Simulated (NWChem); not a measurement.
## Total energies of OS

```xyz
2

O      0.0000     0.0000     1.0012
S      0.0000     0.0000    -0.5006
```
Charge 0, spin multiplicity 3.

Program: NWChem. All single points use one geometry, from UPBE0/def2-SVP, a minimum by its harmonic frequencies.

Basis set: 3-21G (22 functions).

```csv
method,total energy (Ha)
UHF,-469.94343
UMP2,-470.11548
UB2PLYP,-470.70952
UPBE,-470.69435
UB3LYP,-470.95647
UM06-2X,-470.88072
```

Total energies of different functionals aren't comparable as a measure of quality: only differences taken within one method are. 

The correlated methods keep 6 core orbitals frozen. B3LYP has NWChem's definition, with VWN1-RPA local correlation. The structure started from a generated list of species. The unpaired electrons of the parent sit in orbitals of symmetry b1 and b2 (C2v labels of the run); other states weren't searched. No SCF solution was tested for a lower state. Open-shell Hartree-Fock references start from PBE0 orbitals.
